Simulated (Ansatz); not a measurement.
Basis-set extrapolation for C4H4F2, SMILES `F/C=C/C=C/F` (PBE0-D4/def2-TZVP geometry, frozen core, Ansatz 0.2.0). Multiplicity 1, RHF reference.

```json
{"": "HF", "def2-TZVPP": "-352.769368", "def2-QZVPP": "-352.784913"}
{"": "MP2 correlation", "def2-TZVPP": "-1.124308", "def2-QZVPP": "-1.213315"}
{"": "CCSD(T) correlation", "def2-TZVPP": "-1.197879", "def2-QZVPP": "not run"}
```

Energies in hartree. Use E(X) = E(∞) + A·exp(−7.88·√X) for Hartree–Fock and E(X) = E(∞) + B·X^(−2.97) for correlation, with X = 3 and 4, and add CCSD(T) minus MP2 of the smaller set to the MP2 limit.

Question: What is the CCSD(T) energy at the basis-set limit?

Answer: HF limit: -352.784913 + (-0.015545) × 0.13774 = -352.78705. MP2 limit: -1.213315 + (-0.089007) × 0.74074 = -1.27925. Higher-order term: -1.197879 − (-1.124308) = -0.07357. Total: -354.13987 hartree, 108.3 kcal/mol below CCSD(T)/def2-TZVPP.
